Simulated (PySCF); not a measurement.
# C4H4F2 (SMILES F/C=C\C=C/F) at 6 levels

We compute a comparison of 6 runs (HF/STO-3G, HF/3-21G, HF/def2-TZVP, B3LYP/6-31G*, MP2/def2-SVP, MP2/6-31+G*) of C4H4F2. Input form: a Python script.

The results are computed with PySCF 2.14.0.

### 1 The system as given

C4H4F2 has 10 atoms, charge 0, and is taken as a singlet. As SMILES, `F/C=C\C=C/F`. The shape is that of a PBE0-D4/def2-TZVP optimisation. This is one conformer, not always the lowest.

Bond lengths: F1–C2 1.337 Å, C2–C3 1.327 Å, C3–C4 1.443 Å, C4–C5 1.327 Å, C5–F6 1.337 Å, C2–H7 1.083 Å, C3–H8 1.083 Å, C4–H9 1.083 Å, C5–H10 1.083 Å. Some angles: F1–C2–C3 122.2°, C2–C3–C4 124.4°, C3–C4–C5 124.4°, C4–C5–F6 122.2°, F1–C2–H7 112.5°, C3–C2–H7 125.3°, C2–C3–H8 116.7°, C4–C3–H8 118.9°, C3–C4–H9 118.9°, C5–C4–H9 116.7°.

### 2 Energy and forces at HF/STO-3G (run 1)

calc.py

```python
import pyscf.grad
from pyscf import gto, scf

molecule = gto.Mole()
molecule.atom = '''
F      1.945000    -1.258400     0.915000
C      1.434900    -0.040700     1.126000
C      0.352300     0.391600     0.491200
C     -0.387200    -0.379400    -0.478600
C     -1.469900     0.052700    -1.113300
F     -1.980000     1.270500    -0.902300
H      2.000700     0.524600     1.855700
H      0.016000     1.393000     0.730000
H     -0.050800    -1.380800    -0.717500
H     -2.035800    -0.512500    -1.842800
'''
molecule.verbose = 4
molecule.basis = 'sto-3g'
molecule.max_memory = 1860
molecule.build()

mf = scf.RHF(molecule)
mf.conv_tol = 1e-10
mf.kernel()
if not mf.converged:
    mf = mf.newton().run(mf.mo_coeff, mf.mo_occ)

etot = mf.e_tot
print('E(%s) = %.9f' % ('HF', etot))
grad = mf.Gradients().kernel()
mf.analyze()
```

The run is started by

```
$ OMP_NUM_THREADS=1 python calc.py
```

What it wrote:

```text
PySCF version 2.14.0

[... 64 lines left out ...]
converged SCF energy = -347.935197366556
[... 17 lines left out ...]
Two-electron Coulomb Energy =          386.753344559110474
[... 6 lines left out ...]
MO #4   energy= -11.103549023606   occ= 2
[... 4 lines left out ...]
MO #9   energy= -1.04099750205049  occ= 2
[... 4 lines left out ...]
MO #14  energy= -0.614844544653038 occ= 2
[... 4 lines left out ...]
MO #19  energy= -0.473176570582557 occ= 2
[... 4 lines left out ...]
MO #24  energy= 0.240856108243661  occ= 0
[... 4 lines left out ...]
MO #29  energy= 0.679367809197821  occ= 0
[... 4 lines left out ...]
MO #34  energy= 1.08012964623954   occ= 0
[... 47 lines left out ...]
Dipole moment(X, Y, Z, Debye):  0.00042, -0.00032,  0.00027
```

Wall time 5.1 s (1 thread of Intel Xeon at 2.50GHz (Skylake/Cascade Lake), shared host); peak memory 0.12 GiB.

### 3 Energy and gradient at HF/3-21G (run 2)

run.py

```python
import pyscf.grad
from pyscf import gto, scf

molecule = gto.M(
    atom=[
    ('F', (1.945000, -1.258400, 0.915000)),
    ('C', (1.434900, -0.040700, 1.126000)),
    ('C', (0.352300, 0.391600, 0.491200)),
    ('C', (-0.387200, -0.379400, -0.478600)),
    ('C', (-1.469900, 0.052700, -1.113300)),
    ('F', (-1.980000, 1.270500, -0.902300)),
    ('H', (2.000700, 0.524600, 1.855700)),
    ('H', (0.016000, 1.393000, 0.730000)),
    ('H', (-0.050800, -1.380800, -0.717500)),
    ('H', (-2.035800, -0.512500, -1.842800)),
],
    basis='3-21g',
    verbose=4,
    max_memory=1860,
    spin=0,
)

mf = scf.RHF(molecule)
mf.conv_tol = 1e-10
mf.kernel()
if not mf.converged:
    mf = mf.newton().run(mf.mo_coeff, mf.mo_occ)

etot = mf.e_tot
print('E = %.10f Eh' % etot)
grad = mf.Gradients().kernel()
dip = mf.dip_moment()
pop, q = mf.mulliken_pop()
```

The run is started by

```
$ OMP_NUM_THREADS=1 python run.py
```

What it wrote:

```text
PySCF version 2.14.0

[... 66 lines left out ...]
converged SCF energy = -350.699351160921
[... 12 lines left out ...]
Dipole moment(X, Y, Z, Debye):  0.00032, -0.00046,  0.00017
[... 73 lines left out ...]
charge of    9H =      0.24230
```

It took 5.1 s on 1 thread of Intel Xeon at 2.50GHz (Skylake/Cascade Lake), shared host; peak memory 0.13 GiB.

Run 3 isn't shown in full; the table further down has it.

### 4 Energy and gradient at B3LYP/6-31G(d) (Cartesian functions) (run 4)

run.py

```python
from pyscf import gto, dft

mol = gto.M(
    atom='''
F    1.945000  -1.258400   0.915000
C    1.434900  -0.040700   1.126000
C    0.352300   0.391600   0.491200
C   -0.387200  -0.379400  -0.478600
C   -1.469900   0.052700  -1.113300
F   -1.980000   1.270500  -0.902300
H    2.000700   0.524600   1.855700
H    0.016000   1.393000   0.730000
H   -0.050800  -1.380800  -0.717500
H   -2.035800  -0.512500  -1.842800
''',
    verbose=3,
    cart=True,
    basis='6-31g*',
    max_memory=1860,
)

calc0 = dft.RKS(mol, xc='b3lyp')
calc0.conv_tol = 1e-10
calc0.grids.level = 5
calc0.kernel()
if not calc0.converged:
    calc0 = calc0.newton().run(calc0.mo_coeff, calc0.mo_occ)

e_tot = calc0.e_tot
print(f'total energy: {e_tot:.8f} hartree')
grad = calc0.nuc_grad_method().kernel()
calc0.analyze()
```

The run is started by

```
$ OMP_NUM_THREADS=1 python run.py
```

What it wrote:

```text
converged SCF energy = -354.455448041917
[... 11 lines left out ...]
MO #2   energy= -24.7087298639092  occ= 2
[... 11 lines left out ...]
MO #14  energy= -0.528644586953602 occ= 2
[... 11 lines left out ...]
MO #26  energy= 0.106030121988499  occ= 0
[... 11 lines left out ...]
MO #38  energy= 0.546656067717117  occ= 0
[... 11 lines left out ...]
MO #50  energy= 0.986028095619464  occ= 0
[... 11 lines left out ...]
MO #62  energy= 1.44780489910832   occ= 0
[... 11 lines left out ...]
MO #74  energy= 1.95569345016088   occ= 0
[... 11 lines left out ...]
MO #86  energy= 2.64044484732317   occ= 0
[... 11 lines left out ...]
MO #98  energy= 4.6315849312189    occ= 0
[... 11 lines left out ...]
Dipole moment(X, Y, Z, Debye):  0.00042, -0.00049,  0.00018
```

Wall time 82 s (1 thread of Intel Xeon at 2.50GHz (Skylake/Cascade Lake), shared host); peak memory 0.97 GiB.

Run 5 isn't shown in full; the table further down has it.

### 5 Energy and forces at MP2/6-31+G(d) (spherical functions) (run 6)

input.py

```python
from pyscf import gto, mp

molecule = gto.Mole()
molecule.atom = '''
F      3.675517    -2.378031     1.729099
C      2.711568    -0.076912     2.127832
C      0.665751     0.740017     0.928233
C     -0.731702    -0.716962    -0.904423
C     -2.777708     0.099589    -2.103832
F     -3.741658     2.400897    -1.705100
H      3.780775     0.991350     3.506765
H      0.030236     2.632388     1.379500
H     -0.095998    -2.609334    -1.355878
H     -3.847104    -0.968485    -3.482387
'''
molecule.verbose = 4
molecule.basis = '6-31+g*'
molecule.unit = 'bohr'
molecule.max_memory = 1860
molecule.charge = 0
molecule.build()

mf = molecule.RHF()
mf.conv_tol = 1e-10
mf.kernel()
if not mf.converged:
    mf = mf.newton().run(mf.mo_coeff, mf.mo_occ)

pt = mp.MP2(mf, frozen=6).run()
energy = pt.e_tot
print('E = %.10f Eh' % energy)
grad = pt.nuc_grad_method().kernel()
dip = mf.dip_moment()
pop, q = mf.mulliken_pop()
```

The run is started by

```
$ OMP_NUM_THREADS=1 python input.py
```

What it wrote:

```text
PySCF version 2.14.0

[... 66 lines left out ...]
converged SCF energy = -352.631424943126
[... 17 lines left out ...]
Dipole moment(X, Y, Z, Debye):  0.00044, -0.00056,  0.00018
[... 127 lines left out ...]
charge of    9H =      0.23696
```

Run time: 91 s. Hardware: 1 thread of Intel Xeon at 2.50GHz (Skylake/Cascade Lake), shared host; peak memory 1.1 GiB.

### 6 All runs side by side

```csv
run,level,Cartesian functions,integration grid,energy (Eh),dipole moment (D) of the reference,HOMO energy (eV),LUMO energy (eV),wall time
1,HF/STO-3G,no,–,-347.935197,0.00,-6.66,6.55,5.1 s
2,HF/3-21G,no,–,-350.699351,0.00,-8.92,3.32,5.1 s
3,HF/def2-TZVP,no,–,-352.770356,0.00,-9.06,2.94,7.5 min
4,B3LYP/6-31G* (Cartesian functions),yes,5,-354.455448,0.00,-6.06,-0.50,82 s
5,MP2/def2-SVP,no,–,-353.232391,0.00,-9.06,3.13,50 s
6,MP2/6-31+G* (spherical functions),no,–,-353.477736,0.00,-9.07,2.10,91 s
```

### 7 What came out

| quantity | value |
| --- | --- |
| run 6: total energy | -353.47774 Eh |
| run 6: dipole moment (Hartree–Fock density) | 0.00 D |
| run 6: HOMO energy (Hartree–Fock orbitals) | -9.07 eV |
| run 6: LUMO energy (Hartree–Fock orbitals) | 2.10 eV |
| run 6: HOMO–LUMO gap (Hartree–Fock orbitals) | 11.17 eV |
| run 6: correlation energy (6 core orbitals frozen) | -846.3 mEh |
| run 6: largest force on an atom | 1.218 eV/Å |

In words: Over runs 1, 2, 3, 4 the HOMO–LUMO gap runs from 5.56 eV (B3LYP/6-31G*) to 13.21 eV (HF/STO-3G). The two ends differ in method and basis. In run 1 the basis is minimal, so the values are rough. All runs together took 11 min, the longest 7.5 min.
